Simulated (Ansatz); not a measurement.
## AgP15 (P-1, No. 2; cell taken from a computed entry): smallest direct gap on the k points sampled by level of theory

No measured value is used here.

| level (code) | value (eV) |
|---|---|
| LDA (Ansatz) | 1.01 |
| PBEsol (Ansatz) | 1.02 |
| r²SCAN (Ansatz) | 1.23 |
| HSE06 (Ansatz) | 1.74 |
| PBE0 (Ansatz) | 2.40 |

At these levels the smallest gap is indirect and lower: LDA 0.80, PBEsol 0.81, r²SCAN 1.00, HSE06 1.48, PBE0 2.13 eV. Computed values are for a static lattice. Spin–orbit coupling is included only where a level's name says +SOC; with heavier elements it mostly lowers gaps and can invert bands.  Values are at the PBEsol cell. Cutoffs and k meshes differ between the levels. Ansatz's density-functional and Hartree–Fock values are scalar-relativistic unless marked +SOC, with PAW data made under PBE.

Ansatz is a program for electronic structure.
